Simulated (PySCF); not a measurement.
**SiB⁺ at ωB97X**

Computed with ωB97X; PySCF, no relativity, basis sets Si 6-31G(d,p), B 6-31G(d,p).

- state: ³Π (triplet), unpaired electrons σ ↑, π ↑
- bond length: 2.079 Å
- harmonic wavenumber: 568 cm⁻¹
- force constant: 1.50 mdyn/Å
- rotational constant Be: 0.4937 cm⁻¹
- anharmonicity ωexe: 9.88 cm⁻¹
- vibration–rotation constant αe: 0.00786 cm⁻¹
- well depth De to Si⁺ + B: 249 kJ/mol
- dissociation energy D0: 246 kJ/mol
- bond order (Mayer): 1.30
- dipole moment (positive dipole points towards B; it is taken about the centre of mass and depends on that origin): 0.86 D

For an ion De counts to the pair picked by the measured ionisation energies or electron affinities, which need not be the lowest pair at this level. The state is the lowest determinant that a PBE0 search found; another state may lie lower at other levels.
